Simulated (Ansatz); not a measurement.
**BHCl radical (SMILES [BH]Cl): a rigid scan of the angle H3–B1–Cl2**

One table from this session's results is given with a row withheld; the runs are named, their logs left out.

Computed with Ansatz 0.2.0, Gaussian basis. Level: single points in def2-TZVPP.

Levels: PBE-D4, r2SCAN-D4, PBE0-D4, B3LYP-D4, wB97M-V, Hartree-Fock, MP2, CCSD, CCSD(T). The scan takes 105.5, 110.0, 114.5, 119.0, 123.5, 128.0, 132.5, 137.0, 141.5°.

Correlated methods freeze the cores. Orbitals are unrestricted. B3LYP uses VWN-RPA correlation.

19 further runs of the same task are left out: 19 set aside as unsound or not needed.

**Starting geometry**

The minimum, relaxed at PBE0-D4: SMILES `[BH]Cl`, 3 atoms, charge 0, spin multiplicity 2.

Atoms are counted from 1 here; the program's logs count them from 0.

Bond lengths: B1–Cl2 1.710 Å, B1–H3 1.193 Å. Angles: Cl2–B1–H3 123.5°.

Coordinates:

```csv
atom,x (Å),y (Å),z (Å)
B1,0.0568,-0.4995,-0.0302
Cl2,0.9279,0.8297,0.6001
H3,-0.9956,-0.3950,-0.5832
```

Energies of the minimum (eV), from earlier single points: PBE-D4 -13207.95937, r2SCAN-D4 -13213.01689, PBE0-D4 -13209.15386, B3LYP-D4 -13214.88937, wB97M-V -13213.12928, CCSD(T) -13199.01389.

At the minimum the angle H3–B1–Cl2 is 123.5°.

The first run:

ccsdt-tzvpp/in.yaml

```yaml
crystal:
  periodic: [false, false, false]
  atoms:
    - {symbol: B, position_ang: [0.056797, -0.499495, -0.030233]}
    - {symbol: Cl, position_ang: [0.927913, 0.829721, 0.600103]}
    - {symbol: H, position_ang: [-0.934013, -0.034691, -0.506117]}
basis:
  gaussian: {orbitals: def2-TZVPP}
magnetization: {spin_polarized: true, initial_magnetization: 1}
correlation: {method: ccsd_t}
scf: {omitted_lower_state_checks: [cluster_reference]}
```

The command line of these runs was not kept.

Among the steps run: H3–B1–Cl2 = 105.5°; H3–B1–Cl2 = 110.0°; H3–B1–Cl2 = 114.5°; H3–B1–Cl2 = 119.0°; H3–B1–Cl2 = 123.5°; H3–B1–Cl2 = 128.0°; H3–B1–Cl2 = 132.5°; H3–B1–Cl2 = 137.0°; H3–B1–Cl2 = 141.5°.

One of the session's tables, all rows but one given; the rest of the session is left out.

Energies less that of the minimum at the same level (eV):

```
      angle (°)  PBE-D4  PBE0-D4  B3LYP-D4  wB97M-V  Hartree-Fock
          105.5   0.179    0.189     0.195    0.191         0.226
          110.0       ?        ?         ?        ?             ?
          114.5   0.042    0.045     0.047    0.046         0.054
          119.0   0.010    0.011     0.012    0.012         0.013
          123.5   0.000    0.000     0.000    0.000         0.000
123.5 (minimum)   0.000    0.000     0.000    0.000         0.000
          128.0   0.010    0.010     0.009    0.009         0.011
          132.5   0.037    0.038     0.037    0.037         0.045
          137.0   0.080    0.084     0.081    0.081         0.100
          141.5   0.137    0.144     0.141    0.140         0.173
```

**Question.** Estimate the row for angle (°) = 110.0.

Worked estimate for «PBE-D4». A straight line through the neighbours (105.5, 0.179) and (114.5, 0.042) gives 0.179 + (0.042 − 0.179) × (110.0 − 105.5) / (114.5 − 105.5) = 0.111; a parabola fitted to 3 rows on both sides gives 0.098.

The run gave: PBE-D4: 0.097; PBE0-D4: 0.103; B3LYP-D4: 0.107; wB97M-V: 0.105; Hartree-Fock: 0.123. In «PBE-D4» the line misses by +0.014 and the parabola by +0.001.

Limits of these values: A polynomial through the near points puts the CCSD(T) minimum at the PBE0-D4 value.
